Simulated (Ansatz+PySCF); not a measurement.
**triplet C₂H₄: levels of theory in one basis**

```xyz
6

C     0.0261    0.0086   -0.6816
C     0.0386   -0.0100    0.7535
H    -0.0206   -0.9539   -1.2624
H    -0.0159    0.9232   -1.2561
H    -0.9154   -0.0433    1.2846
H     0.9649   -0.0379    1.2993
```

Basis set: def2-SVP (spherical functions). Frozen core: 2 orbitals. Correlation on ROHF uses semicanonical orbitals with singles. Charge 0, multiplicity 3.

Computed with Ansatz (development build ahead of 0.2.0); each method stands on the lowest determinant of its kind that the runs found.

| method | E − E(ROHF) (eV) | <S²> of the determinant |
| --- | --- | --- |
| ROHF | 0.00 | 2.00 |
| UHF | -0.16 | 2.01 |
| ROHF-MP2 | -6.57 | – |
| UHF-MP2 | -6.55 | 2.01 |
| ROHF-CCSD | -7.51 | – |
| UHF-CCSD | -7.51 | 2.01 |
| ROHF-CCSD(T) | -7.68 | – |
| UHF-CCSD(T) | -7.68 | 2.01 |

**Question.** Is a single determinant a sound starting point here?

**Answer.** By this sign, yes. Unrestricted orbitals gain 0.16 eV and <S²> is 2.01 against 2.00 for a pure state.

Caution: another spin multiplicity may lie lower.
